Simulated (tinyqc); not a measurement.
Inside a calculation. Method: Hueckel theory of the pi electrons, for the molecule N=CCl (SMILES; centres numbered as the heavy atoms are written). One step of it, computed by the program tinyqc.

Question. Energy, charges, bond orders. E = sum n x; q_r = z_r - P_rr; bond order p = P_rs; free valence = sqrt(3) - sum of p over the bonds of the atom.

x values: 2.107694  1.208742  -0.816436

occupations: 2.000000  2.000000  0.000000

charge and bond-order matrix P, lower triangle:
```
            1N        2C       3Cl
1N    1.277446
2C    0.951196  0.747811
3Cl  -0.135092  0.177840  1.974743
```

Centres:
```
centre  z_r, pi electrons of the neutral centre         h
1N                                            1  0.500000
2C                                            1  0.000000
3Cl                                           2  2.000000
```

Bonds:
```
i  j         k
1  2  1.000000
2  3  0.400000
```

Give: pi energy = 4 alpha + this times beta; pi charges; Bond orders and lengths from R = 1.517 - 0.180 p; free valence of the carbons; gap between the highest filled and the next level.

Answer.

pi energy = 4 alpha + this times beta = 6.633

pi charges: 1N -0.277, 2C 0.252, 3Cl 0.025

Bond orders and lengths from R = 1.517 - 0.180 p (angstrom, C-C alone):
```
bond      p  R
1-2   0.951  -
2-3   0.178  -
```

free valence of the carbons: 2C 0.603

gap between the highest filled and the next level = 2.025 |beta|
